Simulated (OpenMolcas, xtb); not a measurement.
**A ladder of methods for SiCl2 (SMILES Cl[Si]Cl)**

SiCl2 has 3 atoms, charge 0, and is taken as a singlet. SMILES: `Cl[Si]Cl`. The coordinates come from a PBE0-D4/def2-TZVP relaxation.

```xyz
3

Cl    0.2938    1.6038    0.3380
Si   -0.7701   -0.0104   -0.4220
Cl    0.4763   -1.5934    0.0840
```

Each level gives the energy change with the Si2–Cl3 bond stretched from 2.077 to 4.570 Å (eV). The values are calculated.

```tsv
level	kind	program	value (eV)	CPU time (all runs)
GFN-FF	force field	xtb	1.10	under 2 s
HF/cc-pVTZ (restricted)	Hartree–Fock	OpenMolcas	4.76	23 s
SVWN5/cc-pVTZ (restricted)	LDA	OpenMolcas	4.10	1.7 min
revPBE/cc-pVTZ (restricted)	GGA	OpenMolcas	3.66	2.6 min
TPSS/cc-pVTZ (restricted)	meta-GGA	OpenMolcas	3.81	3.8 min
B3LYP/cc-pVTZ (restricted)	global hybrid	OpenMolcas	3.95	73 s
B2PLYP/cc-pVTZ (restricted)	double hybrid	OpenMolcas	4.15	60 s
MP2/cc-pVTZ (restricted)	perturbation theory	OpenMolcas	4.93	31 s
```

The first shape isn't each level's own minimum. The values span 1.10 to 4.93 eV. CPU times are rough (shared hosts, several kinds of processor): they show what a rung costs within a factor of a few.
